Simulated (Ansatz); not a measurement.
C4H5N, SMILES `C=C1CC1=N`. Total charge 0; spin multiplicity 1.

Z-matrix (Å, degrees):
```
C
C 1 1.501
C 1 1.493 2 56.3
H 1 1.089 2 118.5 3 -107.1
H 1 1.089 2 118.5 3 107.1
C 2 1.319 1 146.7 3 -180.0
N 3 1.257 1 150.5 2 -180.0
H 6 1.084 2 120.7 1 180.0
H 6 1.085 2 121.5 1 -0.0
H 7 1.021 3 110.4 1 -0.0
```

(1) Give the diagnostics of a CCSD(T)/def2-TZVPP run (frozen core, Ansatz 0.2.0). (Best estimate.)

## Answers

(1) The calculation gave: T1 = 0.0127, largest single amplitude 0.021, largest double 0.092, (T) share of the correlation energy 4.8 %, 10 CCSD cycles. The RHF solution is unstable towards an unrestricted one. T1 lies under the customary mark of 0.02 for closed shells.
